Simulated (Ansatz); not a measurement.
A short molecular-dynamics run on the cluster Li₂Al⁺.

```yaml
crystal:
  periodic: [false, false, false]
  atoms:
    - {symbol: Al, position_ang: [0.000025, 0.000027, -0.000047]}
    - {symbol: Li, position_ang: [2.446966, -0.685906, 1.122532]}
    - {symbol: Li, position_ang: [-2.447001, 0.685889, -1.122485]}
basis:
  gaussian: {orbitals: "6-31G*"}
total_charge: 1
hamiltonian: {xc: {name: PBE}}
md: {timestep: 2 fs, n_steps: 15, ensemble: nvt_nose_hoover, temperature: 1000, initial_velocities: maxwell_boltzmann, seed: 961}
scf: {omitted_lower_state_checks: [starts]}
```

```sh
$ ansatz run in.yaml --threads 4 --pin off --events-out ev --progress --plain --max-ram 3916MiB
```

| step | time (fs) | potential energy (eV) | kinetic (eV) | T (K) | conserved (eV) |
| --- | --- | --- | --- | --- | --- |
| 0 | 0.0 | -6994.4654 | 0.1293 | 1000 | -6994.3361 |
| 1 | 2.0 | -6994.4650 | 0.1288 | 997 | -6994.3361 |
| 2 | 4.0 | -6994.4628 | 0.1267 | 980 | -6994.3361 |
| 3 | 6.0 | -6994.4591 | 0.1230 | 952 | -6994.3361 |
| 4 | 8.0 | -6994.4541 | 0.1181 | 913 | -6994.3361 |
| 5 | 10.0 | -6994.4481 | 0.1121 | 867 | -6994.3361 |
| 6 | 12.0 | -6994.4414 | 0.1054 | 815 | -6994.3361 |
| 7 | 14.0 | -6994.4342 | 0.0983 | 760 | -6994.3360 |
| 8 | 16.0 | -6994.4268 | 0.0909 | 703 | -6994.3360 |
| 9 | 18.0 | -6994.4194 | 0.0836 | 647 | -6994.3360 |
| 10 | 20.0 | -6994.4123 | 0.0766 | 593 | -6994.3360 |
| 11 | 22.0 | -6994.4055 | 0.0699 | 541 | -6994.3360 |
| 12 | 24.0 | -6994.3993 | 0.0638 | 494 | -6994.3360 |
| 13 | 26.0 | -6994.3937 | 0.0584 | 452 | -6994.3360 |
| 14 | 28.0 | -6994.3887 | 0.0536 | 415 | -6994.3360 |
| 15 | 30.0 | -6994.3845 | 0.0495 | 383 | -6994.3360 |

Velocities are drawn at the set temperature; a run this short doesn't reach equilibrium.

The 6-31G sets use Cartesian d functions.

Frames (Å, forces in eV/Å):

```xyz
3
time=0.0 fs
Al    0.000    0.000    0.000    0.000    0.000    0.000
Li    2.447   -0.686    1.123    0.017   -0.005    0.008
Li   -2.447    0.686   -1.122   -0.017    0.005   -0.008
3
time=2.0 fs
Al    0.008    0.002   -0.005   -0.062    0.010   -0.014
Li    2.441   -0.694    1.137    0.026   -0.004    0.005
Li   -2.473    0.684   -1.117    0.036   -0.006    0.009
3
time=4.0 fs
Al    0.016    0.005   -0.011   -0.119    0.019   -0.027
Li    2.435   -0.701    1.152    0.034   -0.003    0.002
Li   -2.499    0.682   -1.111    0.085   -0.016    0.024
3
time=6.0 fs
Al    0.024    0.007   -0.016   -0.172    0.026   -0.036
Li    2.430   -0.709    1.167    0.041   -0.001   -0.001
Li   -2.525    0.680   -1.105    0.131   -0.024    0.037
3
time=8.0 fs
Al    0.032    0.010   -0.021   -0.219    0.031   -0.043
Li    2.424   -0.717    1.182    0.046    0.000   -0.004
Li   -2.550    0.678   -1.099    0.173   -0.031    0.047
3
time=10.0 fs
Al    0.040    0.013   -0.027   -0.261    0.035   -0.047
Li    2.419   -0.724    1.197    0.050    0.002   -0.008
Li   -2.574    0.675   -1.093    0.211   -0.037    0.055
3
time=12.0 fs
Al    0.047    0.015   -0.032   -0.296    0.037   -0.048
Li    2.414   -0.732    1.212    0.052    0.005   -0.013
Li   -2.596    0.673   -1.087    0.244   -0.042    0.061
3
time=14.0 fs
Al    0.053    0.018   -0.038   -0.326    0.037   -0.047
Li    2.410   -0.740    1.227    0.052    0.008   -0.019
Li   -2.618    0.670   -1.080    0.274   -0.045    0.066
3
time=16.0 fs
Al    0.060    0.021   -0.044   -0.350    0.036   -0.043
Li    2.406   -0.747    1.242    0.051    0.011   -0.025
Li   -2.638    0.667   -1.072    0.299   -0.047    0.068
3
time=18.0 fs
Al    0.065    0.023   -0.049   -0.368    0.034   -0.037
Li    2.402   -0.755    1.257    0.048    0.015   -0.032
Li   -2.656    0.664   -1.065    0.320   -0.049    0.069
3
time=20.0 fs
Al    0.071    0.026   -0.055   -0.382    0.030   -0.029
Li    2.398   -0.762    1.271    0.043    0.019   -0.040
Li   -2.672    0.660   -1.057    0.338   -0.049    0.069
3
time=22.0 fs
Al    0.075    0.029   -0.061   -0.390    0.025   -0.019
Li    2.395   -0.770    1.285    0.038    0.024   -0.048
Li   -2.687    0.656   -1.048    0.353   -0.049    0.067
3
time=24.0 fs
Al    0.079    0.032   -0.067   -0.394    0.019   -0.007
Li    2.391   -0.777    1.299    0.030    0.029   -0.058
Li   -2.699    0.652   -1.039    0.364   -0.048    0.064
3
time=26.0 fs
Al    0.083    0.035   -0.073   -0.394    0.012    0.007
Li    2.388   -0.784    1.313    0.022    0.035   -0.068
Li   -2.710    0.647   -1.030    0.372   -0.046    0.061
3
time=28.0 fs
Al    0.086    0.038   -0.079   -0.391    0.003    0.022
Li    2.385   -0.791    1.326    0.014    0.041   -0.078
Li   -2.718    0.643   -1.021    0.377   -0.044    0.056
3
time=30.0 fs
Al    0.088    0.041   -0.084   -0.383   -0.005    0.038
Li    2.382   -0.798    1.339    0.004    0.047   -0.089
Li   -2.725    0.638   -1.011    0.379   -0.041    0.050
```

Run time 4.9 s (4 threads of Arm Neoverse V1 on a shared host).
